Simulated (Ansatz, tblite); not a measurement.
**The cluster Zn₂Cu: competing shapes**

Aim: relax the candidate shapes of the cluster Zn₂Cu that a cheap search turned up, and see how the levels of theory order them.

Program: Ansatz 0.2.0, Gaussian basis. Level of theory: relaxed with PBE-D4/def2-TZVP, doublet. These are calculated values, not measurements.

## 1. Where the work starts

3 atoms, charge 0, spin multiplicity 2.

Atoms are counted from 1 here; the program's logs count them from 0.

Bond lengths: Cu1–Zn2 2.358 Å, Cu1–Zn3 2.356 Å, Zn2–Zn3 2.696 Å. Angles: Zn2–Cu1–Zn3 69.8°, Cu1–Zn2–Zn3 55.1°, Cu1–Zn3–Zn2 55.2°.

Geometry (Å):

```xyz
3
charge 0, multiplicity 2
Cu    0.6976    0.9859    0.4506
Zn   -0.5635   -0.9187    1.0355
Zn   -0.1341   -0.0673   -1.4861
```

No spin-orbit coupling is included.

A search from random starts with GFN1-xTB found 2 distinct shapes; 2 go on here. The structure above is candidate A, which lies 0.00 eV above the lowest at that level; B lies 0.40 eV above the lowest at that level.

## 2. Relaxing candidate A

The input, in.yaml:

```yaml
crystal:
  periodic: [false, false, false]
  atoms:
    - {symbol: Cu, position_ang: [0.697640, 0.985940, 0.450580]}
    - {symbol: Zn, position_ang: [-0.563520, -0.918660, 1.035510]}
    - {symbol: Zn, position_ang: [-0.134110, -0.067280, -1.486090]}
basis:
  gaussian: {orbitals: def2-TZVP}
magnetization: {spin_polarized: true, initial_magnetization: 1}
hamiltonian: {xc: pbe, dispersion: d4}
scf: {lower_state_search: "off"}
output: {orbitals: {seedname: orbitals}}
relax: {f_tol: 0.02, max_steps: 100}
```

Launch:

```sh
> ansatz run in.yaml --threads 4 --pin off --events-out ev --progress --plain --max-ram 3916MiB
```

Output, shortened:

```text
Functional definition: PBE
  name "PBE"
  cite "Perdew, Burke & Ernzerhof, Phys. Rev. Lett. 77, 3865 (1996) doi:10.1103/PhysRevLett.77.3865"
  parent pbe
[...]
1373 factors; their error is unknown
[...]
mean field -141459.56503232 eV, -5198.5431302008 hartree, gradient 2.5e-6 eV, S^2 0.753954; 0 other end points of the search recorded, 0 dependent functions left out
[...]
reference -141459.56507034 eV, -5198.5431315980 hartree; 45, 44 occupied and 96, 97 virtual orbitals, 1373 factors
relax step   1: F+E_penalty+E_count = -141459.63791690 eV  Δ(F+E_penalty+E_count) = +0.000e0 eV  max|allowed force component| = 8.529e-1 eV/Å  Δτ_max = 0.0000 Å  (41 SCF iters, accepted)
[...]
relax step   4: F+E_penalty+E_count = -141459.87880144 eV  Δ(F+E_penalty+E_count) = -6.277e-2 eV  max|allowed force component| = 5.629e-2 eV/Å  Δτ_max = 0.1911 Å  (24 SCF iters, accepted)
[...]
relax step   7: F+E_penalty+E_count = -141459.91474194 eV  Δ(F+E_penalty+E_count) = -1.211e-2 eV  max|allowed force component| = 8.645e-2 eV/Å  Δτ_max = 0.1956 Å  (29 SCF iters, accepted)
[...]
relax step  10: F+E_penalty+E_count = -141459.94214089 eV  Δ(F+E_penalty+E_count) = -9.600e-3 eV  max|allowed force component| = 1.608e-2 eV/Å  Δτ_max = 0.1896 Å  (27 SCF iters, accepted)
[...]
relax step  12: F+E_penalty+E_count = -141459.94598583 eV  Δ(F+E_penalty+E_count) = -6.102e-4 eV  max|allowed force component| = 1.553e-2 eV/Å  Δτ_max = 0.0125 Å  (18 SCF iters, accepted)
[...]
relax step  13: F+E_penalty+E_count = -141459.94611660 eV  Δ(F+E_penalty+E_count) = -1.308e-4 eV  max|allowed force component| = 1.615e-3 eV/Å  Δτ_max = 0.0261 Å  (23 SCF iters, accepted)
Total energy: -141459.94615586 eV, -5198.5571362324 hartree
Atom 0 at     0.000883     0.001243     0.000569 Å, force    -0.000094    -0.000133    -0.000062 eV/Å
Atom 1 at    -0.394271    -0.781657     2.314580 Å, force     0.000317     0.000601    -0.001553 eV/Å
Atom 2 at     0.393399     0.780415    -2.315149 Å, force    -0.000222    -0.000468     0.001615 eV/Å
Dipole moment:    -0.000040    -0.000057    -0.000026 e Å
Checks for a lower state left out: stability, starts, cluster_reference, orbital_swaps, neighbouring_geometries, increment
```

It took 25 s on 4 threads of Arm Neoverse V1, shared host.

Step by step:

```tsv
step	energy from step 1 (eV)	largest force component (eV/Å)
1	0.0000	0.8529
2	-0.1079	0.4199
3	-0.1781	0.1925
4	-0.2409	0.0563
5	-0.2530	0.0610
6	-0.2647	0.0706
7	-0.2768	0.0864
8	-0.2851	0.1390
9	-0.2946	0.0910
10	-0.3042	0.0161
11	-0.3075	0.0447
12	-0.3081	0.0155
13	-0.3082	0.0016
```

The force was under the threshold of 0.02 eV/Å already at step 10, but the program went on to step 13.

Close pairs (by a distance rule), those that changed most:

```tsv
bond	before (Å)	after (Å)	change (Å)
Cu1–Zn3	2.356	2.475	+0.118
Cu1–Zn2	2.358	2.475	+0.117
```

Contacts that opened: Zn2–Zn3 2.70 to 4.95 Å.

## 3. Relaxing candidate B

The input, in.yaml:

```yaml
crystal:
  periodic: [false, false, false]
  atoms:
    - {symbol: Cu, position_ang: [-0.429680, -1.057630, -1.424290]}
    - {symbol: Zn, position_ang: [-0.473940, 0.514870, 1.764780]}
    - {symbol: Zn, position_ang: [0.903620, 0.542770, -0.340490]}
basis:
  gaussian: {orbitals: def2-TZVP}
magnetization: {spin_polarized: true, initial_magnetization: 1}
hamiltonian: {xc: pbe, dispersion: d4}
scf: {lower_state_search: "off"}
output: {orbitals: {seedname: orbitals}}
relax: {f_tol: 0.02, max_steps: 100}
```

The command is unchanged.

Output, shortened:

```text
Functional definition: PBE
  name "PBE"
  cite "Perdew, Burke & Ernzerhof, Phys. Rev. Lett. 77, 3865 (1996) doi:10.1103/PhysRevLett.77.3865"
  parent pbe
[...]
1373 factors; their error is unknown
[...]
mean field -141459.37008397 eV, -5198.5359659810 hartree, gradient 2.2e-6 eV, S^2 0.755544; 0 other end points of the search recorded, 0 dependent functions left out
[...]
reference -141459.37012402 eV, -5198.5359674529 hartree; 45, 44 occupied and 96, 97 virtual orbitals, 1373 factors
relax step   1: F+E_penalty+E_count = -141459.44893275 eV  Δ(F+E_penalty+E_count) = +0.000e0 eV  max|allowed force component| = 5.247e-1 eV/Å  Δτ_max = 0.0000 Å  (43 SCF iters, accepted)
[...]
relax step   4: F+E_penalty+E_count = -141459.53005032 eV  Δ(F+E_penalty+E_count) = -7.144e-4 eV  max|allowed force component| = 2.632e-2 eV/Å  Δτ_max = 0.0102 Å  (23 SCF iters, accepted)
[...]
relax step  11: F+E_penalty+E_count = -141459.61610033 eV  Δ(F+E_penalty+E_count) = -5.448e-4 eV  max|allowed force component| = 5.022e-2 eV/Å  Δτ_max = 0.1989 Å  (29 SCF iters, accepted)
[...]
relax step  12: F+E_penalty+E_count = -141459.61720632 eV  Δ(F+E_penalty+E_count) = -1.106e-3 eV  max|allowed force component| = 1.746e-2 eV/Å  Δτ_max = 0.0806 Å  (25 SCF iters, accepted)
Total energy: -141459.61724965 eV, -5198.5450491522 hartree
Atom 0 at     0.082559    -1.069442    -2.251141 Å, force    -0.000199     0.008645     0.017462 eV/Å
Atom 1 at    -0.091560     1.117207     2.360003 Å, force     0.000832    -0.005335    -0.011890 eV/Å
Atom 2 at     0.009000    -0.047755    -0.108862 Å, force    -0.000633    -0.003309    -0.005572 eV/Å
Dipole moment:    -0.005034     0.075959     0.158590 e Å
Checks for a lower state left out: stability, starts, cluster_reference, orbital_swaps, neighbouring_geometries, increment
```

Wall time 24 s (4 threads of Arm Neoverse V1, shared host).

The steps of the relaxation:

```tsv
step	energy from step 1 (eV)	largest force component (eV/Å)
1	0.0000	0.5247
2	-0.0472	0.3410
3	-0.0804	0.0394
4	-0.0811	0.0263
5	-0.0859	0.0266
6	-0.0997	0.1255
7	-0.1133	0.2129
8	-0.1197	0.3860
9	-0.1567	0.0643
10	-0.1666	0.0149
11	-0.1672	0.0502
12	-0.1683	0.0175
```

The force was under the threshold of 0.02 eV/Å already at step 10, but the program went on to step 12.

Close pairs (by a distance rule), those that changed most:

```tsv
bond	before (Å)	after (Å)	change (Å)
Zn2–Zn3	2.516	2.732	+0.216
Cu1–Zn3	2.348	2.375	+0.026
```

## 4. The relaxed candidates

```tsv
candidate	point group	bonds (count, mean Å)	energy above the lowest (kcal/mol)
A	Dinfh	Cu–Zn 2, 2.47	0.0
B	Cinfv	Cu–Zn 1, 2.37; Zn–Zn 1, 2.73	7.6
```

## 5. Candidate B, GFN1-xTB

Tight binding, by tblite at 300 K electronic temperature and without a spin-polarisation term:

```python
tblite.interface.Calculator('GFN1-xTB', numbers, positions, charge=0, uhf=1).singlepoint()
```

Energy -166.7253 eV; 0.002 s.

## 6. Candidate B, GFN2-xTB

Tight binding, by tblite at 300 K electronic temperature and without a spin-polarisation term:

```python
tblite.interface.Calculator('GFN2-xTB', numbers, positions, charge=0, uhf=1).singlepoint()
```

Energy -133.1377 eV; 0.002 s.

## 7. Candidate B, PBE0-D4/def2-TZVP

start.molden holds the orbitals of an earlier run on this state, given as this run's starting guess.

The input, in.yaml:

```yaml
crystal:
  periodic: [false, false, false]
  atoms:
    - {symbol: Cu, position_ang: [0.082559, -1.069442, -2.251141]}
    - {symbol: Zn, position_ang: [-0.091560, 1.117207, 2.360003]}
    - {symbol: Zn, position_ang: [0.009000, -0.047755, -0.108862]}
basis:
  gaussian: {orbitals: def2-TZVP, initial_orbitals: start.molden}
magnetization: {spin_polarized: true, initial_magnetization: 1}
hamiltonian: {xc: pbe0, dispersion: d4}
scf: {omitted_lower_state_checks: [starts]}
output: {orbitals: {seedname: orbitals}}
```

The command is unchanged.

Output, shortened:

```text
Functional definition: PBE0
  name "PBE0"
  cite "Adamo & Barone, J. Chem. Phys. 110, 6158 (1999) doi:10.1063/1.478522"
  cite "Perdew, Burke & Ernzerhof, Phys. Rev. Lett. 77, 3865 (1996) doi:10.1103/PhysRevLett.77.3865"
  parent pbe
[...]
1291 factors; integrals over basis functions are off by at most 5.9e-4 eV
[...]
mean field -141460.09471139 eV, -5198.5625955475 hartree, gradient 1.9e-5 eV, S^2 0.771593; 0 other end points of the search recorded, 0 dependent functions left out
reference -141460.09474341 eV, -5198.5625967241 hartree; 45, 44 occupied and 96, 97 virtual orbitals, 1291 factors
Total energy: -141460.15741813 eV, -5198.5648999776 hartree
Checks for a lower state left out: starts
```

Run time: 4.9 s. Hardware: 4 threads of Arm Neoverse V1, shared host.

Report: HOMO -4.25 eV, LUMO -2.34 eV (over both spins); ⟨S²⟩ 0.772 (pure: 0.75).

## 8. Candidate B, PBE-D4/def2-TZVP

Edit in.yaml of step 7 so:

```diff
@@ -9,4 +9,4 @@
 magnetization: {spin_polarized: true, initial_magnetization: 1}
-hamiltonian: {xc: pbe0, dispersion: d4}
+hamiltonian: {xc: pbe, dispersion: d4}
 scf: {omitted_lower_state_checks: [starts]}
-output: {orbitals: {seedname: orbitals}}
+output: {forces: true, orbitals: {seedname: orbitals}}
```

The command is unchanged.

Output, shortened:

```text
Functional definition: PBE
  name "PBE"
  cite "Perdew, Burke & Ernzerhof, Phys. Rev. Lett. 77, 3865 (1996) doi:10.1103/PhysRevLett.77.3865"
  parent pbe
[...]
1373 factors; their error is unknown
[...]
mean field -141459.54531896 eV, -5198.5424057481 hartree, gradient 2.3e-5 eV, S^2 0.756376; 0 other end points of the search recorded, 0 dependent functions left out
[...]
reference -141459.54536230 eV, -5198.5424073407 hartree; 45, 44 occupied and 96, 97 virtual orbitals, 1373 factors
Total energy: -141459.61724984 eV, -5198.5450491591 hartree
Atom 0 at     0.082559    -1.069442    -2.251141 Å, force    -0.000207     0.008642     0.017469 eV/Å
Atom 1 at    -0.091560     1.117207     2.360003 Å, force     0.000825    -0.005341    -0.011890 eV/Å
Atom 2 at     0.009000    -0.047755    -0.108862 Å, force    -0.000618    -0.003301    -0.005579 eV/Å
Dipole moment:    -0.005034     0.075959     0.158589 e Å
Checks for a lower state left out: starts
```

It took 2.7 s on 4 threads of Arm Neoverse V1, shared host.

From the report: HOMO -3.83 eV, LUMO -3.25 eV (over both spins); ⟨S²⟩ 0.756 (pure: 0.75).

## 9. Candidate B, r2SCAN-D4/def2-TZVP

Edit in.yaml of step 8 so:

```diff
@@ -9,4 +9,4 @@
 magnetization: {spin_polarized: true, initial_magnetization: 1}
-hamiltonian: {xc: pbe, dispersion: d4}
+hamiltonian: {xc: r2scan, dispersion: d4}
 scf: {omitted_lower_state_checks: [starts]}
-output: {forces: true, orbitals: {seedname: orbitals}}
+output: {orbitals: {seedname: orbitals}}
```

Launched as before.

Output:

```text
Functional definition: r2SCAN
  name "r2SCAN"
  cite "Furness, Kaplan, Ning, Perdew & Sun, J. Phys. Chem. Lett. 11, 8208 (2020) doi:10.1021/acs.jpclett.0c02405"
  cite "Furness, Kaplan, Ning, Perdew & Sun, J. Phys. Chem. Lett. 11, 9248 (2020) doi:10.1021/acs.jpclett.0c03077"
  parent r2scan
  parameter k0 = 0.174
  parameter k1 = 0.065
  parameter a1 = 4.9479
  exchange = r2scan_x(k0 = k0, k1 = k1, a1 = a1)
  correlation = r2scan_c
these checks for a lower state are left out or cut short: starts
1373 factors; their error is unknown
mean field evaluation 1: about -141478.9746 eV, gradient 5.8e0 eV
mean field evaluation 2: about -141479.0836 eV, gradient 2.9e-1 eV
mean field evaluation 4: about -141479.0384 eV, gradient 3.2e-2 eV
mean field -141479.03838276 eV, -5199.2587626298 hartree, gradient 1.9e-5 eV, S^2 0.786000; 0 other end points of the search recorded, 0 dependent functions left out
reference -141479.03840566 eV, -5199.2587634714 hartree; 45, 44 occupied and 96, 97 virtual orbitals, 1373 factors
Total energy: -141479.05380628 eV, -5199.2593294338 hartree
Checks for a lower state left out: starts
```

It took 6.5 s on 4 threads of Arm Neoverse V1, shared host.

HOMO -4.08 eV, LUMO -2.85 eV (over both spins); ⟨S²⟩ 0.786 (pure: 0.75).

## 10. Candidate B, ωB97M-V/def2-TZVP

Edit in.yaml of step 9 so:

```diff
@@ -9,3 +9,3 @@
 magnetization: {spin_polarized: true, initial_magnetization: 1}
-hamiltonian: {xc: r2scan, dispersion: d4}
+hamiltonian: {xc: {name: wB97M-V}}
 scf: {omitted_lower_state_checks: [starts]}
```

Same command.

Output, shortened:

```text
Functional definition: wB97M-V
  name "wB97M-V"
  cite "Mardirossian & Head-Gordon, J. Chem. Phys. 144, 214110 (2016) doi:10.1063/1.4952647"
  cite "Becke, J. Chem. Phys. 107, 8554 (1997) doi:10.1063/1.475007"
  cite "Vydrov & Van Voorhis, J. Chem. Phys. 133, 244103 (2010) doi:10.1063/1.3521275"
  # Of w^i u^j: cxij and so on, Table III.
[...]
  gx(w, u) = 1 - cx + cx01*u + cx10*w
  gss(w, u) = css00 + css04*u^4 + css10*w + css20*w^2 + css43*w^4*u^3
  gos(w, u) = cos00 + cos10*w + (cos20 + cos21*u)*w^2 + (cos60 + cos61*u)*w^6
[...]
      + integral(e_c_pw_mod_opposite_spin*gos(b97_w_opposite, b97_u_opposite)) + vv10(b, c)
[...]
1291 factors; integrals over basis functions are off by at most 5.9e-4 eV
235 factors; integrals over basis functions are off by at most 3.5e-5 eV
[...]
mean field -141472.36028179 eV, -5199.0133469458 hartree, gradient 2.1e-5 eV, S^2 0.786747; 0 other end points of the search recorded, 0 dependent functions left out
reference -141472.36032587 eV, -5199.0133485657 hartree; 45, 44 occupied and 96, 97 virtual orbitals, 1291 factors
Total energy: -141472.36032587 eV, -5199.0133485657 hartree
Checks for a lower state left out: starts
```

It took 15 s on 4 threads of Arm Neoverse V1, shared host; peak memory 0.74 GiB.

Report: HOMO -5.70 eV, LUMO -0.99 eV (over both spins); ⟨S²⟩ 0.787 (pure: 0.75).

## 11. Candidate B, B2PLYP/def2-TZVP

Edit in.yaml of step 10 so:

```diff
@@ -9,4 +9,4 @@
 magnetization: {spin_polarized: true, initial_magnetization: 1}
-hamiltonian: {xc: {name: wB97M-V}}
+hamiltonian: {xc: {name: B2PLYP}}
+correlation: {frozen_orbitals: {Cu: 9, Zn: 9}}
 scf: {omitted_lower_state_checks: [starts]}
-output: {orbitals: {seedname: orbitals}}
```

The command is unchanged.

Output, shortened:

```text
Functional definition: B2PLYP
  name "B2PLYP"
  cite "Grimme, J. Chem. Phys. 124, 034108 (2006) doi:10.1063/1.2148954"
  cite "Becke, Phys. Rev. A 38, 3098 (1988) doi:10.1103/PhysRevA.38.3098"
  cite "Lee, Yang & Parr, Phys. Rev. B 37, 785 (1988) doi:10.1103/PhysRevB.37.785"
[...]
1291 factors; integrals over basis functions are off by at most 5.9e-4 eV
[...]
mean field -141444.44639443 eV, -5197.9875305062 hartree, gradient 2.5e-6 eV, S^2 0.792447; 0 other end points of the search recorded, 0 dependent functions left out
27 core orbitals not correlated: weight in the atoms' cores, before any rotation towards them, 1.000 or more for the frozen orbitals, at most 0.000 for the correlated occupied ones
reference -141444.44653064 eV, -5197.9875355116 hartree; 18, 17 occupied and 96, 97 virtual orbitals, 1291 factors
second order -40.89391902 eV of doubles, -0.00000000 eV of singles
Total energy: -141455.48788877 eV, -5198.3932979390 hartree
Checks for a lower state left out: starts
```

Run time: 6.5 s. Hardware: 4 threads of Arm Neoverse V1, shared host.

Report: ⟨S²⟩ 0.792 (pure: 0.75).

## 12. Candidate B, CCSD(T)/def2-TZVP

Edit in.yaml of step 11 so:

```diff
@@ -9,4 +9,4 @@
 magnetization: {spin_polarized: true, initial_magnetization: 1}
-hamiltonian: {xc: {name: B2PLYP}}
-correlation: {frozen_orbitals: {Cu: 9, Zn: 9}}
-scf: {omitted_lower_state_checks: [starts]}
+correlation: {method: ccsd_t, frozen_orbitals: {Cu: 9, Zn: 9}}
+scf: {omitted_lower_state_checks: [starts, cluster_reference]}
+output: {orbitals: {seedname: orbitals}}
```

Launched as before.

Output, shortened:

```text
Functional definition: HF
  name "HF"
  cite "Fock, Z. Phys. 61, 126 (1930) doi:10.1007/BF01340294"
  parent pbe
[...]
1291 factors; integrals over basis functions are off by at most 5.9e-4 eV
[...]
mean field -141350.28217089 eV, -5194.5270591179 hartree, gradient 1.9e-6 eV, S^2 0.887248; 0 other end points of the search recorded, 0 dependent functions left out
27 core orbitals not correlated: weight in the atoms' cores, before any rotation towards them, 1.000 or more for the frozen orbitals, at most 0.000 for the correlated occupied ones
reference -141350.28217089 eV, -5194.5270591179 hartree; 18, 17 occupied and 96, 97 virtual orbitals, 1291 factors
second order -33.67955988 eV of doubles, -0.00000000 eV of singles
cycle   1  -28.64063592 eV  change     5.0e0 eV  update   2.3e-1
[...]
cycle  16  -30.48349893 eV  change    8.3e-7 eV  update   3.9e-5
perturbative correction -0.97177329 eV, -0.0357120098 hartree
Total energy: -141381.73744311 eV, -5195.6830190508 hartree
Checks for a lower state left out: starts, cluster_reference
```

Wall time 29 s (4 threads of Arm Neoverse V1, shared host); peak memory 1.3 GiB.

Hartree-Fock HOMO -5.27 eV, LUMO 0.69 eV (over both spins); ⟨S²⟩ 0.887 (pure: 0.75); T1 0.027.

## 13. B against A

The energies of A at these levels come from its own runs, whose logs aren't repeated here.

```tsv
method	B above A (kcal/mol)	from CCSD(T)/def2-TZVP (kcal/mol)	time
GFN1-xTB	12.9	+6.3	0.004 s
GFN2-xTB	28.5	+21.9	0.004 s
HF/def2-TZVP	2.2	-4.4	
PBE-D4/def2-TZVP	7.6	+1.0	5.3 s
r2SCAN-D4/def2-TZVP	7.4	+0.8	13 s
PBE0-D4/def2-TZVP	6.5	-0.1	9.5 s
ωB97M-V/def2-TZVP	7.0	+0.4	30 s
B2PLYP/def2-TZVP	7.0	+0.4	13 s
MP2/def2-TZVP	6.6	0.0	
CCSD/def2-TZVP	6.0	-0.6	
CCSD(T)/def2-TZVP	6.6	0	46 s
```

Among the levels timed on like hardware and quicker than the yardstick, those that no quicker one beats, quickest first: GFN1-xTB (0.004 s, +6.3 kcal/mol); PBE-D4/def2-TZVP (5.3 s, +1.0 kcal/mol); PBE0-D4/def2-TZVP (9.5 s, -0.1 kcal/mol).

Times add the two runs; a level without a time comes out of a correlated run.

## 14. Summary of results

```
                    quantity          value
B above A, CCSD(T)/def2-TZVP  +6.6 kcal/mol
     levels that put B lower           none
```

What this shows: All levels free of doubt put A (Dinfh) below B (Cinfv), by 2.2 to 28.5 kcal/mol. CCSD(T)/def2-TZVP isn't at the basis-set limit; small misses against it rank nothing. The search was small, so a lower isomer may exist. Only doublets are compared; another spin may lie lower and prefer another shape.
